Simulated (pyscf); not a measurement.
`[CH3][CH]=[CH][NH2]` -> `[CH]#[C][CH3]` + `[NH3]`, an elimination (singlet surface; C–H, C–N broken, H–N formed). Single points on ωB97X-D3(BJ)/def2-SVP structures (PySCF, gas phase). MP2 and CC: frozen core, UHF for open shells. ΔMP2 is the change of the MP2 total energy from the triple- to the quadruple-zeta basis. Energies in kJ/mol from the reactant's lowest minimum found.

Small-basis levels: PySCF, no dispersion term, spherical d functions. AM1 to PM7: differences of heats of formation from MOPAC. Cost: rough CPU time at the saddle relative to B3LYP/6-31G*, from one job on a shared machine.

```csv
level,barrier,reaction energy,cost
HF/STO-3G,651.3,+202.7,0.05
HF/3-21G,543.0,+129.2,0.07
B3LYP/STO-3G,578.9,+231.7,0.5
B3LYP/6-31G*,495.7,+155.4,1
M06-2X/6-31G*,500.4,+160.5,3
B3LYP/def2-SVP,486.1,+154.8,1
PM7,505.7,+166.4,under 0.02
CCSD(T)/def2-TZVPP + ΔMP2(QZVPP),485.7,+122.2,–
```

Against the last row the barrier runs from +0.4 (B3LYP/def2-SVP) to +165.5 kJ/mol (HF/STO-3G); B3LYP/def2-SVP happens to lie closest here (0.4 kJ/mol apart). CCSD(T)/def2-TZVPP + ΔMP2(QZVPP) has limits of its own. The same reactants have a lower exit, to H₃C–CH•–CH=NH + H• (no saddle counted: cutting one bond costs +387.2 kJ/mol at ωB97M-D3(BJ), against +478.3 kJ/mol here). One saddle was located; it need not be the lowest between these sides. The CCSD(T) − MP2 part came from Ansatz, without density fitting, on the same reference.
